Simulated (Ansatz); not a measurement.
A relaxed structure of Ta. Space group Im-3m (No. 229), bcc (W type). Computed with PBE (plane waves to 420 eV, PAW, scalar-relativistic; Ansatz, a quantum-chemistry and plane-wave program).

Space group Im-3m (No. 229); a = 3.3197 Å, b = 3.3197 Å, c = 3.3197 Å, α = 90.00°, β = 90.00°, γ = 90.00°

| atom | site | symmetry | x | y | z |
|---|---|---|---|---|---|
| Ta | 2a | m-3m | 0.0000 | 0.0000 | 0.0000 |
(The calculation used a cell of 1 atom; values per cell refer to that cell.)

```json
{
  "volume_per_atom": "18.29 Å³",
  "band_gap": "no gap (metallic)",
  "shortest_distances": "Ta–Ta 2.87 Å",
  "k-mesh": "20×20×20"
}
```

Band energies at high-symmetry points (eV from the Fermi level; labels of this space group; no spin-orbit coupling), from −5 eV up to 3.7 eV:

```json
[
 {"point": "Γ", "energies": "0.75 0.75 0.75"},
 {"point": "H", "energies": "-3.70 -3.70"},
 {"point": "N", "energies": "-4.30 -1.48 1.53"},
 {"point": "P", "energies": "-1.20 -1.20 -1.20"}
]
```

No spin polarisation in the result.

Measured for Ta: a 3.299 Å (static lattice; corrected from measurement; as listed in Daniel Mejia-Rodriguez, S. B. Trickey, Phys. Rev. B (2018)). Computed minus measured — a: PBE +0.6 %. The computed values are for a static lattice.

The run could not lose the symmetry of its start; a randomly shaken copy of 2 atoms returns to this structure.
